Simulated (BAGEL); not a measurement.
**ROHF/6-31G(d) (density fitting with qzvpp-jkfit, spherical functions) run of CH3ClSi (SMILES [SiH3][C]Cl)**

What is the vertical ionisation energy of CH3ClSi at ROHF/6-31G* (density fitting with qzvpp-jkfit, spherical functions)? 

The results are computed with BAGEL 1.2.2.

2 further runs of the same task are left out: 2 set aside as unsound or not needed.

## 1. The system as given

The species is CH3ClSi (6 atoms), meant as a triplet with charge 0. SMILES: `[SiH3][C]Cl`. Geometry: relaxed at GFN2-xTB.

Bond lengths: Si1–C2 1.839 Å, C2–Cl3 1.634 Å, Si1–H4 1.470 Å, Si1–H5 1.458 Å, Si1–H6 1.470 Å. Angles: Si1–C2–Cl3 135.3°, C2–Si1–H4 111.5°, C2–Si1–H5 104.3°, C2–Si1–H6 111.5°, H4–Si1–H5 110.9°, H4–Si1–H6 107.8°, H5–Si1–H6 111.0°.

## 2. The energy at ROHF/6-31G(d) (density fitting with qzvpp-jkfit, spherical functions)

File input.json:

```json
{ "bagel" : [

{
  "title" : "molecule",
  "basis" : "6-31gs.json",
  "df_basis" : "qzvpp-jkfit",
  "angstrom" : true,
  "geometry" : [
    { "atom" : "Si", "xyz" : [   -0.109980,    0.539700,   -0.228010 ] },
    { "atom" : "C", "xyz" : [   -0.339680,   -1.137040,    0.492720 ] },
    { "atom" : "Cl", "xyz" : [    0.654920,   -2.337310,    0.982870 ] },
    { "atom" : "H", "xyz" : [    0.597870,    0.480370,   -1.515060 ] },
    { "atom" : "H", "xyz" : [   -1.467010,    1.044810,   -0.402360 ] },
    { "atom" : "H", "xyz" : [    0.663870,    1.409470,    0.669840 ] }
  ]
},
{ "title" : "rohf", "nopen" : 2 },
{ "title" : "print", "file" : "orbitals.molden", "orbitals" : true }

]}
```

The basis set 6-31G* is read from a file made from the Basis Set Exchange's data (not shown).

Run with:

```bash
$ BAGEL_NUM_THREADS=1 BAGEL input.json > input.out
```

Standard output:

```text
* using 1 threads per process

  ===============================================================
  ===============================================================

  *** Geometry ***

  { "atom" : "Si", "xyz" : [     -0.207832,      1.019885,     -0.430876 ] },
  { "atom" : "C", "xyz" : [     -0.641902,     -2.148694,      0.931106 ] },
  { "atom" : "Cl", "xyz" : [      1.237619,     -4.416876,      1.857355 ] },
  { "atom" : "H", "xyz" : [      1.129811,      0.907768,     -2.863048 ] },
  { "atom" : "H", "xyz" : [     -2.772247,      1.974405,     -0.760350 ] },
  { "atom" : "H", "xyz" : [      1.254532,      2.663512,      1.265814 ] },

  Number of auxiliary basis functions:      385

  Since a DF basis is specified, we compute 2- and 3-index integrals:
    o Being stored without compression. Storage requirement is 0.010 GB

  Number of basis functions:       56
  Number of electrons      :       40

    * METHOD: MOLECULE                             0.10

  *** Open-shell HF ***

  === Nuclear Repulsion ===
   122.6451768644

      * DIIS with orbital gradients will be used.

  === ROHF iteration (6-31gs.json) ===
      0       -787.83954815          0.01934094           0.04
      1       -787.89274836          0.00689799           0.04
      2       -787.90328993          0.00332388           0.04
      3       -787.90692191          0.00135231           0.04
      4       -787.90776249          0.00059561           0.04
      5       -787.90799753          0.00020117           0.04
      6       -787.90809087          0.00007177           0.04
      7       -787.90812165          0.00003347           0.04
      8       -787.90812766          0.00000834           0.04
      9       -787.90813049          0.00000312           0.04
     10       -787.90813088          0.00000132           0.04
     11       -787.90813082          0.00000037           0.04
     12       -787.90813083          0.00000019           0.04
     13       -787.90813083          0.00000007           0.04
     14       -787.90813085          0.00000003           0.04
     15       -787.90813086          0.00000001           0.04
     16       -787.90813087          0.00000001           0.04
    * SCF iteration converged.

    * S^2 (ROHF) is 2.0000

    * Permanent dipole moment:
           (    0.018963,    -0.360036,     0.153351) a.u.

    * METHOD: ROHF                                 0.80

    * METHOD: PRINT                                0.01

  ===============================================================
```

It took 1.1 s on 1 thread of Arm Neoverse V2, shared host.

## 3. The doublet cation

File calc.json:

```json
{ "bagel": [

{
  "title": "molecule",
  "basis": "6-31gs.json",
  "df_basis": "qzvpp-jkfit",
  "angstrom": true,
  "geometry": [
    { "atom": "Si", "xyz": [      -0.109980,       0.539700,      -0.228010 ] },
    { "atom": "C", "xyz": [      -0.339680,      -1.137040,       0.492720 ] },
    { "atom": "Cl", "xyz": [       0.654920,      -2.337310,       0.982870 ] },
    { "atom": "H", "xyz": [       0.597870,       0.480370,      -1.515060 ] },
    { "atom": "H", "xyz": [      -1.467010,       1.044810,      -0.402360 ] },
    { "atom": "H", "xyz": [       0.663870,       1.409470,       0.669840 ] }
  ]
},

{ "title": "rohf", "charge": 1, "nopen": 1 },

{ "title": "print", "file": "orbitals.molden", "orbitals": true }

]}
```

The basis set 6-31G* is read from a file made from the Basis Set Exchange's data (not shown).

Run with:

```bash
$ BAGEL_NUM_THREADS=1 BAGEL calc.json > calc.out
```

Standard output:

```text
* using 1 threads per process

  ===============================================================
  ===============================================================

  *** Geometry ***

  { "atom" : "Si", "xyz" : [     -0.207832,      1.019885,     -0.430876 ] },
  { "atom" : "C", "xyz" : [     -0.641902,     -2.148694,      0.931106 ] },
  { "atom" : "Cl", "xyz" : [      1.237619,     -4.416876,      1.857355 ] },
  { "atom" : "H", "xyz" : [      1.129811,      0.907768,     -2.863048 ] },
  { "atom" : "H", "xyz" : [     -2.772247,      1.974405,     -0.760350 ] },
  { "atom" : "H", "xyz" : [      1.254532,      2.663512,      1.265814 ] },

  Number of auxiliary basis functions:      385

  Since a DF basis is specified, we compute 2- and 3-index integrals:
    o Being stored without compression. Storage requirement is 0.010 GB

  Number of basis functions:       56
  Number of electrons      :       40

    * METHOD: MOLECULE                             0.10

  *** Open-shell HF ***

  === Nuclear Repulsion ===
   122.6451768644

      * DIIS with orbital gradients will be used.

  === ROHF iteration (6-31gs.json) ===
      0       -787.48748910          0.02958157           0.04
      1       -787.56154083          0.01728704           0.04
      2       -787.57906964          0.01114494           0.04
      3       -787.59032499          0.00215768           0.04
      4       -787.59166315          0.00073951           0.04
      5       -787.59210918          0.00031278           0.04
      6       -787.59220233          0.00010514           0.04
      7       -787.59226537          0.00004483           0.04
      8       -787.59227511          0.00001345           0.04
      9       -787.59228022          0.00000500           0.04
     10       -787.59228124          0.00000247           0.04
     11       -787.59228131          0.00000048           0.04
     12       -787.59228125          0.00000021           0.04
     13       -787.59228124          0.00000013           0.04
     14       -787.59228124          0.00000010           0.04
     15       -787.59228124          0.00000008           0.04
     16       -787.59228125          0.00000007           0.04
     17       -787.59228125          0.00000005           0.04
     18       -787.59228125          0.00000002           0.04
     19       -787.59228125          0.00000001           0.04
     20       -787.59228125          0.00000001           0.04
    * SCF iteration converged.

    * S^2 (ROHF) is 0.7500

    * Permanent dipole moment:
           (    0.114057,     0.005467,    -0.003486) a.u.

    * METHOD: ROHF                                 0.94

    * METHOD: PRINT                                0.01

  ===============================================================
```

It took 1.2 s on 1 thread of Arm Neoverse V2, shared host.

## 4. What came out

Level: ROHF/6-31G* (density fitting with qzvpp-jkfit, spherical functions).

| quantity | value |
| --- | --- |
| triplet CH3ClSi: total energy | -787.90813 Eh |
| triplet CH3ClSi: dipole moment | 1.00 D |
| triplet CH3ClSi: ⟨S²⟩ | 2.000 |
| doublet cation: total energy | -787.59228 Eh |
| doublet cation: ⟨S²⟩ | 0.750 |
| vertical ionisation energy (to the doublet cation) | 8.595 eV |

**Reading.** The vertical ionisation energy comes to 8.59 eV (198 kcal/mol).
